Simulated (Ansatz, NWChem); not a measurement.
## How basis sets differ on C4H8O (butyraldehyde)

The species is C4H8O (13 atoms), meant as a singlet with charge 0. SMILES: `CCCC=O`. The coordinates come from a PBE0-D4/def2-TZVP relaxation. This is one conformer, not always the lowest.

Quantity: the atomisation enthalpy at 298 K, in kJ/mol. The values are calculated. The thermal term (zero-point and 298 K enthalpy, harmonic and unscaled) is that of B3LYP/6-31G*; the spin-orbit lowering of the free atoms at 298 K, 0.5 kJ/mol by their spectra, is taken off.

**What was measured.** CRC Handbook of Chemistry and Physics gives the atomisation enthalpy at 298 K of the gas as 5066 kJ/mol.

```tsv
level	kind	program	value (kJ/mol)	computed − measured	CPU time (all runs)
wB97X/6-31G* (spherical functions)	range-separated hybrid	NWChem	5079	+13	2.2 min
wB97X/STO-3G	range-separated hybrid	NWChem	5871	+805	12 s
wB97X/3-21G	range-separated hybrid	NWChem	4952	-114	24 s
wB97X/6-31G	range-separated hybrid	NWChem	4912	-154	29 s
wB97X/6-31G** (spherical functions)	range-separated hybrid	NWChem	5108	+42	75 s
wB97X/6-311G**	range-separated hybrid	NWChem	5039	-27	2.6 min
```

Nearest: wB97X/6-31G* (spherical functions) (+13 kJ/mol); farthest: wB97X/STO-3G (+805 kJ/mol). Without the sets that lack polarisation functions the rows with a basis span only 5039 to 5108 kJ/mol. CPU times are rough (shared hosts, several kinds of processor): they show what a rung costs within a factor of a few.
